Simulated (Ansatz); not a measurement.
Born–Oppenheimer molecular dynamics of BFH2N (5 atoms, charge 0, multiplicity 2). It starts at the highest image of a converged band. Of that band: The profile has 3 maxima (images 2, 5, 7) with wells between them (images 3, 6): this band takes more than one step, which may be the mechanism or a detour left from its start path. Neighbouring images differ by up to 1.8 eV, so the band resolves the path poorly. A vibrational analysis at the climbing image gives one clearly imaginary mode, 1597i cm⁻¹: a first-order saddle point.

These are results of Ansatz 0.2.0, UKS PBE0-D4/def2-SVP, not measurements.

| Property | Result |
| --- | --- |
| ensemble | NVE (velocity Verlet) |
| time step | 0.5 fs |
| steps asked | 200 |
| starting velocities drawn for | 100 K |
| seed | 11775 |

First frame:

```xyz
5
Properties=species:S:1:pos:R:3
N -0.687 0.387 -0.116
B 0.540 -0.237 -0.198
F 1.640 0.064 -0.849
H -1.484 -0.185 0.164
H -0.009 -0.029 0.999
```

Problem. How far do the bonds stretch over the last three quarters of this one trajectory? (Pairs bonded in most of those frames.)

Solution. 
| bond | mean (Å) | spread (Å) | shortest | longest |
| --- | --- | --- | --- | --- |
| N1–B2 | 1.446 | 0.071 | 1.31 | 1.58 |
| N1–H4 | 1.027 | 0.013 | 1.00 | 1.06 |
| N1–H5 | 1.068 | 0.058 | 0.95 | 1.17 |
| B2–F3 | 1.338 | 0.046 | 1.26 | 1.43 |

Mean temperature of the second half: 2651 K. The conserved energy stayed within 0.88 meV per atom of its start (net change 0.076 meV per atom), so the integration is sound. The kinetic energy rose, since the run started high on the potential surface and went downhill. A run of 0.1 ps of so small a system gives no equilibrium averages.

The run took 5.4 min on 1 thread of Arm Neoverse V1 (shared host), peak memory 0.11 GiB.
